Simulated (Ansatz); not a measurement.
OF₂, singlet: the ladder up to RCCSDTQ

Geometry: MP2(full)/6-31G*, from the G2/97 set.

```yaml
atoms:
  - { symbol: F, position_ang: [0.0000, 1.1106, -0.2636] }
  - { symbol: O, position_ang: [0.0000, 0.0000, 0.6260] }
  - { symbol: F, position_ang: [0.0000, -1.1106, -0.2636] }
```

Basis cc-pVDZ; Ansatz 0.2.0. Only valence electrons are correlated (noble-gas cores frozen), which leaves 20 electrons in 39 orbitals. Prefix R: restricted or restricted open-shell reference; prefix U: unrestricted.

Full CI isn't at hand for all of this; RCCSDTQ serves as the reference, and is uncertain by about the last step of the cluster series. The frozen core follows each run's orbitals, which can shift R against U totals by a few meV.

Unrestricted rows (U) aren't spin-pure: their determinants' ⟨S²⟩ exceeds S(S+1) by up to 0.27, so they mix in states of higher spin. HF rows are the lowest solutions found. Coupled cluster chose its determinant by trial CCSD, here up to 0.05 eV above the lowest Hartree–Fock solution of its kind, and MP2 stands on that determinant too.

The UHF ⟨S²⟩ is 0.274. The ⟨S²⟩ of the determinant under UCCSD is 0.114, the T1 diagnostic (RCCSD) is 0.0148 and the largest doubles amplitude (RCCSD) is 0.078.

```json
{"level": "RHF", "E − E(RCCSDTQ) (kJ/mol)": "1615.0", "share of correlation (%)": "0.00", "wall time": "–"}
{"level": "UHF", "E − E(RCCSDTQ) (kJ/mol)": "1609.0", "share of correlation (%)": "0.37", "wall time": "0.58 s"}
{"level": "RMP2", "E − E(RCCSDTQ) (kJ/mol)": "79.2", "share of correlation (%)": "95.10", "wall time": "–"}
{"level": "UMP2", "E − E(RCCSDTQ) (kJ/mol)": "116.5", "share of correlation (%)": "92.79", "wall time": "–"}
{"level": "RCCSD", "E − E(RCCSDTQ) (kJ/mol)": "51.5", "share of correlation (%)": "96.81", "wall time": "–"}
{"level": "UCCSD", "E − E(RCCSDTQ) (kJ/mol)": "52.0", "share of correlation (%)": "96.78", "wall time": "–"}
{"level": "RCCSD(T)", "E − E(RCCSDTQ) (kJ/mol)": "7.9", "share of correlation (%)": "99.51", "wall time": "0.54 s"}
{"level": "UCCSD(T)", "E − E(RCCSDTQ) (kJ/mol)": "8.7", "share of correlation (%)": "99.46", "wall time": "4.8 s"}
{"level": "RCCSDT", "E − E(RCCSDTQ) (kJ/mol)": "6.4", "share of correlation (%)": "99.60", "wall time": "–"}
{"level": "RCCSDT(Q)", "E − E(RCCSDTQ) (kJ/mol)": "-0.9", "share of correlation (%)": "100.06", "wall time": "17 s"}
```

The correlation energy at RCCSDTQ, counted from RHF, is -16.738 eV. That run took 48 s on 2 threads of AMD EPYC 7R13 with a shared H100 80 GB, shared host.

Times hold each run's SCF and search for its determinant on a shared host, so for small cases they say little of a method's own cost; they ran on 1 thread of AMD EPYC 7R13.

Atomization energy (electronic, same basis, no zero-point term; atoms at the same level, unrestricted beside the R rows where the molecule is a closed shell, with restricted open-shell steps beyond CCSDT(Q)) at RCCSDTQ: 288.0 kJ/mol. Errors of other levels:

| level | error (kJ/mol) |
| --- | --- |
| RHF | -504.3 |
| UHF | -498.3 |
| RMP2 | 25.5 |
| UMP2 | -11.9 |
| RCCSD | -43.4 |
| UCCSD | -43.9 |
| RCCSD(T) | -6.4 |
| UCCSD(T) | -7.2 |
| RCCSDT | -5.6 |
| RCCSDT(Q) | 1.0 |

This basis is far from its limit, so the value isn't to be set against a measured one.
